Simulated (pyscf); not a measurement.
A first-order saddle from PySCF, ωB97X-D3(BJ)/def2-SVP:

```xyz
6

Sn     0.3015     0.9985    -0.9158
O      1.7222     1.2118    -2.0502
N      0.3735    -0.5436     0.5926
H     -1.0152     0.1177    -0.1156
H      0.8921    -1.4247     0.6732
H      0.1771    -0.1992     1.5364
```
Charge 0, spin multiplicity 1.

Surface: singlet, charge 0. Lowest wavenumbers (cm⁻¹): 1373i, 157, 225, 501, 544.

Q: Name the species on either side of this saddle.

A: `[O]=[Sn]` [singlet] + `[NH3]` ⇌ `[NH2][SnH]=[O]`, an insertion read from left to right: H–N broken and N–Sn, H–Sn formed. At CCSD(T)/def2-TZVPP + ΔMP2(QZVPP) it lies +65.7 kcal/mol from the left side and +39.2 kcal/mol from the right (each side as separated species at their lowest minima found). On the reactant side the descent ends in an adduct with a N–Sn contact, 15.3 kcal/mol under the separated species and 80.3 kcal/mol under the saddle at ωB97X-D3(BJ)/def2-TZVP. What is counted as formed (N–Sn) is already present as a longer contact in the reactant adduct; forming that adduct is a step of its own. The same reactants have a lower exit, to H₂N–Sn:–OH [singlet] (barrier -4.3 kcal/mol at ωB97M-D3(BJ), against +67.9 kcal/mol here). H₂N–SnH=O lies 62.7 kcal/mol over its isomer H₂N–Sn:–OH [singlet], and others may lie lower still (electronic energy, ωB97M-D3(BJ)). One saddle was located; it need not be the lowest between these sides. The CCSD(T) − MP2 part came from Ansatz, without density fitting, on the same reference. The largest closed-shell T1 diagnostic is 0.033, which may signal static correlation. The frozen core leaves the outer d or s,p core shells of the metals and heavy elements correlated in the MP2 and CC values, and def2-TZVPP describes them poorly, which can shift differences by a few kcal/mol. Elements past Kr carry the def2 core potentials, without spin-orbit coupling.
